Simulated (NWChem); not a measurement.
hydrogen peroxide (H2O2); SMILES OO

Computed with NWChem. Pople sets run with spherical d functions. Geometry: optimised at B3LYP/6-31G* (spherical d). Level: B3LYP/6-31G* with SMD (1 M gas to 1 M solution), gas-phase geometry.

```json
[
 {"solvent": "water", "dielectric constant": "78.4", "solvation free energy (kcal/mol)": "-9.2", "cavity-dispersion-structure term (kcal/mol)": "1.4", "dipole in solution (D)": "2.17"},
 {"solvent": "1-octanol", "dielectric constant": "9.86", "solvation free energy (kcal/mol)": "-9.0", "cavity-dispersion-structure term (kcal/mol)": "-0.2", "dipole in solution (D)": "2.11"},
 {"solvent": "methanol", "dielectric constant": "32.6", "solvation free energy (kcal/mol)": "(withheld)", "cavity-dispersion-structure term (kcal/mol)": "(withheld)", "dipole in solution (D)": "2.16"},
 {"solvent": "acetone", "dielectric constant": "20.5", "solvation free energy (kcal/mol)": "-7.6", "cavity-dispersion-structure term (kcal/mol)": "-3.1", "dipole in solution (D)": "1.98"},
 {"solvent": "diethyl ether", "dielectric constant": "4.24", "solvation free energy (kcal/mol)": "-6.4", "cavity-dispersion-structure term (kcal/mol)": "-3.2", "dipole in solution (D)": "1.94"}
]
```

Q: Fill in the missing entries.

A: 
- methanol, solvation free energy (kcal/mol): -10.0
- methanol, cavity-dispersion-structure term (kcal/mol): 0.4
